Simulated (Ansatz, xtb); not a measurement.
## CH3BCl: where a starting geometry ends

The starting geometry of this gas-phase doublet has its atoms placed at random.

```xyz
6

C     1.6400   -0.3497   -0.9404
B     0.2159    0.7076    0.1534
Cl   -0.8394   -0.6387    0.3259
H     0.1008   -0.4978   -0.8654
H     0.8208   -0.1973    0.4295
H    -0.6525    0.3608    1.6579
```

Q: One run relaxed it with r2SCAN-D4/def2-SVP. What is a likely outcome?

A: It ends as `[CH2]BCl`. Distances that change by over a tenth: Cl3–H5 (1.72 → 3.87 Å), Cl3–H6 (1.68 → 2.55 Å). Contacts that open: B2–H5 (1.12 → 2.31 Å), Cl3–H4 (1.52 → 3.05 Å). Contacts that close: C1–B2 (2.08 → 1.53 Å), C1–H4 (1.55 → 1.10 Å), C1–H5 (1.60 → 1.10 Å), B2–H6 (1.77 → 1.20 Å).

The energy falls by 13.93 eV over 16 steps:

```csv
step,E − E(last) (eV)
1,13.930
3,7.758
4,5.597
6,2.083
8,0.655
9,0.402
11,0.111
13,0.001
14,0.000
16,0.000
```

Final geometry (Å):

```xyz
6

C     0.9059   -0.2486   -0.3043
B    -0.2762    0.1039    0.5958
Cl   -1.8936   -0.4599    0.1639
H     0.7972   -0.8424   -1.2193
H     1.9281    0.0763   -0.0789
H    -0.1760    0.7558    1.6037
```

From the same start GFN2-xTB reaches the same bonding as this run.

From so rough a start the end depends on the optimiser's path, so another program may land elsewhere. No frequencies were run, so the end isn't proven a minimum. Open shells are spin-unrestricted. Run with Ansatz 0.2.0, 32 s on 1 thread of AMD EPYC 9R45 96-Core Processor (Zen 5), with other jobs on the host.
